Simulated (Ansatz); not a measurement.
System: rock-salt MgS. Method: BLYP (PAW; Ansatz, a quantum-chemistry and plane-wave program).

Numerical settings: plane-wave cutoff 520 eV, 12×12×12 k mesh, Fermi–Dirac smearing 0.01 eV, scalar-relativistic PAW data made under PBE.

Response to compression and expansion:

```csv
V (Å³/atom),P (GPa),direct gap at Γ (eV),smallest gap on the k mesh (eV)
17.388,4.80,3.979,2.867
17.758,3.03,3.809,2.818
18.128,1.43,3.647,2.769
18.498,-0.01,3.492,2.720
18.868,-1.31,3.344,2.672
19.238,-2.48,3.203,2.625
19.608,-3.54,3.068,2.578
```

The fundamental gap (2.72 eV at the equilibrium volume, with added k points) lies elsewhere than Γ–Γ.
